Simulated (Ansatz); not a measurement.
Diamond-structure Si, treated with PBE (plane waves, PAW; Ansatz, a program for electronic structure).

Numerical settings: plane-wave cutoff 520 eV, 12×12×12 k mesh, perturbation theory, force constants from a 4×4×4 q mesh, scalar-relativistic PAW data made under PBE.

Quasi-harmonic lattice constant against temperature at zero pressure (zero-point motion included); the last value is withheld.

```
T (K)  lattice constant (Å)
-----  --------------------
300                  5.4809
400                  5.4828
500                  5.4850
600                  5.4873
700                  5.4898
800                       ?
```

Question: Fit a straight line to the rows shown and predict the value at 800 K, and give the mean linear expansion coefficient over the rows shown.

Answer: Means: 500 K and 5.48516 Å. Σ(T − T̄)(y − ȳ) = 2.2300 and Σ(T − T̄)² = 100000, so the slope is 2.23e-05 Å/K. Divided by the mean, α = 4.1 × 10⁻⁶/K. At 800 K: 5.48516 + (2.23e-05) × 300 = 5.4918 Å. The run gives 5.4924 Å.

At 300 K the run's own coefficient is 3.1 × 10⁻⁶/K.

Anharmonicity beyond the change of volume is left out.
